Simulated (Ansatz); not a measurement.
Consider the interaction energy of a dimer with the counterpoise correction of CS (Ansatz's Python interface).

Script `dimer.py`:
```python
import logging
import sys

import ansatz as az

logging.basicConfig(stream=sys.stdout, format="%(levelname)s:%(name)s:%(message)s")
log = logging.getLogger("run")
log.setLevel(logging.INFO)

FIRST = [
    ("C", (0.6953, 0.0, 0.0)),
    ("S", (-0.6953, 0.0, 0.0)),
]
SECOND = [
    ("C", (2.3695, 0.8669, -2.8422)),
    ("S", (3.1575, 0.083, -3.6778)),
]

def energy(atoms, ghosts=()):
    molecule = az.Crystal.molecule()
    for symbol, xyz in atoms:
        molecule = molecule.atom(symbol, xyz)
    calc = (
        molecule.calculation()
        .basis(gaussian="cc-pVDZ")
        .functional("b3lyp")
    )
    deck = calc.input()
    if ghosts:
        deck = deck.set(az.key.basis.gaussian.ghost_atoms, [{"symbol": s, "position_ang": list(xyz)} for s, xyz in ghosts])
    return az.Session.from_dict(deck).plan().execute().report["free_energy_ev"]

both = energy(FIRST + SECOND)
alone = energy(FIRST) + energy(SECOND)
ghosted = energy(FIRST, SECOND) + energy(SECOND, FIRST)
log.info(f"dimer {both:.6f} eV")
log.info(f"interaction, uncorrected   {(both - alone):8.3f} eV")
log.info(f"interaction, counterpoise  {(both - ghosted):8.3f} eV")
log.info(f"basis-set superposition    {(alone - ghosted):8.3f} eV")
```

How large is the interaction at this pose, and how much of it is basis-set superposition?

Uncorrected it is 0.017 eV, with the counterpoise correction 0.043 eV; the difference, 0.03 eV, is the superposition error. In this basis both values are repulsive.

The run itself:

```console
$ python dimer.py
INFO:run:dimer -23739.168738 eV
INFO:run:interaction, uncorrected      0.017 eV
INFO:run:interaction, counterpoise     0.043 eV
INFO:run:basis-set superposition       0.026 eV
```

Total energies depend on the basis set; only differences at equal settings carry meaning. The dimer is a generated trial pose of unrelaxed monomers, not a minimum, so the figure is no binding energy, and the basis set is small. b3lyp holds the VWN-RPA fit, as in Gaussian; the form of ORCA and Turbomole is b3lyp5. This level lacks the dispersion part of the attraction (electrostatics and induction are there), which can decide the sign where the interaction is weak. The whole script took 4.2 s on 1 thread of Arm Neoverse V2 (shared host), peak memory 0.17 GiB.

(Lines on the test bed's own set-up are left out of the output.)
